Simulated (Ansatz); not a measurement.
O₂, singlet: vertical spin and charge gaps

Geometry (PBE0/def2-TZVP stationary point for this spin):

```yaml
atoms:
  - { symbol: O, position_ang: [0.0000, 0.0000, 0.0000] }
  - { symbol: O, position_ang: [0.0000, 0.0000, 1.1930] }
```

Basis 6-31G; Ansatz 0.2.0. Only valence electrons are correlated (noble-gas cores frozen). Prefix R: restricted or restricted open-shell reference. Active spaces: valence = (12e, 8o) chosen from the atoms' valence shells.

Gaps are energies of the second state less the first, at fixed atoms, for a selection of the levels run; each method lands on the state that its own search finds for that charge and spin.

HF rows: RHF is the determinant under the cluster runs. Coupled cluster chose its determinant by a search with trial CCSD, here up to 0.06 eV above the lowest Hartree–Fock solution of its kind, and MP2 stands on that determinant too. The determinant of the O2 singlet fills πx and πy unequally, so it is a mixture of Σ and Δ, which weighs on every level built on one determinant.

Removing an electron, to the doublet: 10.913 eV at full CI (singlet Ag, doublet ion B3g, in D2h).

Large singles or doubles amplitudes warn of static correlation in the O2⁺ doublet.

By full CI's occupations no single determinant describes the singlet well.

```tsv
level	gap (eV)	error (meV)
RHF	11.866	953
RMP2	9.721	-1192
RCCSD*	10.853	-60
RCCSD(T)*	10.779	-134
BCCD(T)*	10.775	-138
RCCSDT*	10.925	12
CISDTQ	10.865	-48
RCCSDT(Q)*	10.936	23
RCCSDTQ*	10.918	5
CASSCF (valence space)	9.942	-971
NEVPT2 (valence space)	10.794	-119
MRCISD (valence space)	10.834	-79
MRCISD+Q (valence space)	10.892	-21
```

An asterisk marks runs whose energy the program itself flagged as in doubt.

Triplet less singlet: -1.161 eV at full CI (singlet Ag, triplet B1g, in D2h).

By full CI's occupations no single determinant describes the singlet well.

| level | gap (eV) | error (meV) |
| --- | --- | --- |
| RHF | -1.818 | -657 |
| RMP2 | -1.754 | -593 |
| RCCSD | -1.437 | -276 |
| RCCSD(T) | -1.369 | -208 |
| BCCD(T) | -1.375 | -214 |
| RCCSDT* | -1.239 | -78 |
| RCCSDT(Q)* | -1.129 | 32 |
| RCCSDTQ* | -1.168 | -7 |
| NEVPT2 (valence space) | -1.087 | 74 |
| MRCISD+Q (valence space) | -1.143 | 18 |

Full CI is exact within this basis and frozen core; it isn't the basis-set limit.
